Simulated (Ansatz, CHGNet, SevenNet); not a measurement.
## Ladder of methods for the lattice constant a of Cs2AgBiBr6 (Fm-3m, No. 225)

Reference value: 11.232 Å (measured, 298 K, copied from a table, unchecked, no zero-point or thermal correction; as tabulated in Journal of the American Chemical Society 139, 5015 (2017)).

### Question
What do CHGNet 0.3.0, SevenNet-0, SevenNet-l3i5, LDA, PBE, PBE-D3(BJ), r²SCAN+rVV10 give, and how far is each from the reference?

### Answer

```json
[
 {"level (code)": "CHGNet 0.3.0 (CHGNet)", "value (Å)": "11.479", "difference (%)": "+2.20"},
 {"level (code)": "SevenNet-0 (SevenNet)", "value (Å)": "11.476", "difference (%)": "+2.17"},
 {"level (code)": "SevenNet-l3i5 (SevenNet)", "value (Å)": "11.481", "difference (%)": "+2.22"},
 {"level (code)": "LDA (Ansatz)", "value (Å)": "10.996", "difference (%)": "-2.10"},
 {"level (code)": "PBE (Ansatz)", "value (Å)": "11.478", "difference (%)": "+2.19"},
 {"level (code)": "PBE-D3(BJ) (Ansatz)", "value (Å)": "11.305", "difference (%)": "+0.65"},
 {"level (code)": "r²SCAN+rVV10 (Ansatz)", "value (Å)": "11.238", "difference (%)": "+0.05"}
]
```

The reference is not for a static lattice or low temperature, so close values are not ranked against it. Off by more than 1.25 % (a bound picked here): CHGNet 0.3.0 (+2.20 %), SevenNet-0 (+2.17 %), SevenNet-l3i5 (+2.22 %), LDA (-2.10 %), PBE (+2.19 %).

The reference has no zero-point or thermal correction, while the calculations are for a static lattice, so the differences are not the levels' errors alone. A static lattice is as a rule a little smaller than the measured one.  Density-functional levels without +SOC have no spin–orbit coupling. Cutoffs differ between the levels. Ansatz's density-functional and Hartree–Fock values are scalar-relativistic unless marked +SOC, with PAW data made under PBE.

Machine-learned potentials (CHGNet 0.3.0, SevenNet-0, SevenNet-l3i5) are trained on DFT data, which may include these solids.

Differences are worked out from the printed values.

Ansatz is a program for electronic structure.
